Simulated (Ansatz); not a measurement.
A nudged elastic band was laid between two geometries of H₃NSSi (6 atoms, charge 0, multiplicity 1).

Method: Ansatz 0.2.0, RKS B3LYP-D4/def2-TZVP.

```json
{
  "movable images": "5",
  "climbing image": "yes",
  "spring": "2.0 to 10.0 eV/Å², energy-weighted",
  "optimiser": "quadratic models (default)",
  "start path": "through a guess of the saddle point",
  "force threshold": "0.03 eV/Å",
  "iteration limit": "60",
  "end points": "relaxed"
}
```

First end point:

```xyz
6
Properties=species:S:1:pos:R:3
N -0.879 0.237 -0.786
Si 0.170 -0.987 -0.203
S 1.219 0.230 1.269
H -0.934 1.201 -0.490
H -1.544 0.029 -1.515
H 2.010 -0.774 1.679
```

Last end point:

```xyz
6
Properties=species:S:1:pos:R:3
N -0.879 0.237 -0.787
Si 0.170 -0.986 -0.203
S 1.219 0.230 1.269
H -1.544 0.028 -1.515
H -0.935 1.201 -0.490
H 2.010 -0.774 1.679
```

What changes between the two ends?

No bond is made or broken. The height of N1 over the plane of its neighbours goes from 0.00 to 0.00 Å. The two ends are copies of one structure, up to a mirror image or an exchange of like atoms. The height can change sign by an inversion or by a turn that exchanges like atoms.

What energy profile does the band end with?

The forces met the threshold. The highest image is number 3 of 0 to 6, 64.9 kJ/mol above the ends, which have the same energy within 2 meV. Another band between the same ends (5 images) ends at a top of the same energy, where a vibrational analysis finds 1 clearly imaginary mode.

```csv
image,path coordinate (Å),energy (kJ/mol),height of N1 over the plane of its neighbours (Å)
0,0.00,0.0,0.00
1,0.69,26.9,0.14
2,1.11,54.4,0.22
3,1.48,64.9,0.26
4,1.84,54.3,0.22
5,2.26,26.9,0.14
6,2.95,0.0,0.00
```

What is the geometry of the highest image?


```xyz
6
Properties=species:S:1:pos:R:3
N -1.096 0.159 -0.752
Si -0.322 -0.936 0.378
S 1.531 0.136 0.778
H -1.415 1.060 -0.413
H -0.693 0.285 -1.674
H 2.038 -0.768 1.637
```

The run took 76 s on 2 threads of Intel(R) Xeon(R) 6975P-C (Granite Rapids), on a shared host, peak memory 0.23 GiB.
